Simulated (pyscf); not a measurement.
# Four-centre exchange: `[OH][Si]([F])([F])[F]` + `[FH]` → `[OH][Si]([F])([F])[F]` + `[FH]`

Gas phase, singlet surface, charge 0. Bonds broken: O1–H6, F7–H8. Bonds formed: O1–H8, H6–F7. Optimised with ωB97X-D3(BJ)/def2-SVP in PySCF.

Transition state (Å):

```xyz
8

O     -0.3360     0.9509    -0.7057
Si    -1.3032    -0.0194     0.1736
F     -1.1876    -1.5307    -0.3331
F     -2.8277     0.4328     0.0487
F     -0.8883     0.0336     1.7158
H      0.8014     1.3837    -0.5314
F      1.6594     1.1721    -1.3224
H      0.5739     0.7294    -1.5024
```

One imaginary mode, 2224i cm⁻¹; descent along it reached the two sides named, in the forms told below.

| bond | change | reactant side (Å) | saddle | product side |
|---|---|---|---|---|
| O1–H6 | breaks | 0.969 | 1.229 | 2.8 |
| F7–H8 | breaks | 0.932 | 1.186 | 1.937 |
| O1–H8 | forms | 2.9 | 1.230 | 0.972 |
| H6–F7 | forms | 1.987 | 1.186 | 0.932 |

Electronic energies relative to the separated reactants (kcal/mol):

| level | barrier | reaction energy | reverse barrier |
|---|---|---|---|
| ωB97X-D3(BJ)/def2-TZVP | 37.0 | 0.0 | 37.0 |
| PBE/def2-TZVP | 28.6 | 0.0 | 28.6 |
| r²SCAN/def2-TZVP | 32.1 | 0.0 | 32.1 |
| B3LYP-D3(BJ)/def2-TZVP | 35.0 | 0.0 | 35.0 |
| PBE0-D3(BJ)/def2-TZVP | 33.8 | 0.0 | 33.8 |
| M06-2X/def2-TZVP | 35.9 | 0.0 | 35.9 |
| ωB97M-D3(BJ)/def2-TZVP | 36.3 | 0.0 | 36.3 |
| HF/def2-TZVP | 56.5 | 0.0 | 56.5 |

With ωB97M-D3(BJ)/def2-TZVP energies and thermal terms (ideal gas, 1 atm, RRHO with modes under 100 cm⁻¹ raised to 100, one conformer, R ln 2 for chiral ones without a mode under 150 cm⁻¹), in kcal/mol:

| T (K) | ΔH‡ | ΔG‡ | ΔH | ΔG |
|---|---|---|---|---|
| 298 | 33.9 | 44.0 | 0.0 | 0.0 |
| 600 | 33.3 | 54.4 | 0.0 | 0.0 |
| 900 | 33.4 | 65.0 | 0.0 | 0.0 |
| 1200 | 33.9 | 75.4 | 0.0 | 0.0 |

On the reactant side the descent ends in a complex (not fully relaxed), 5.7 kcal/mol under the separated species and 42.7 kcal/mol under the saddle at ωB97X-D3(BJ)/def2-TZVP. On the product side the descent ends in a complex (not fully relaxed), 4.8 kcal/mol under the separated species and 41.8 kcal/mol under the saddle at ωB97X-D3(BJ)/def2-TZVP. The same reactants have a lower exit, to F–Si(F)(F)–F + H₂O (barrier +15.5 kcal/mol at ωB97M-D3(BJ)/def2-TZVP, against +36.3 kcal/mol here). This is the saddle that the search found; another between the same sides may lie lower.
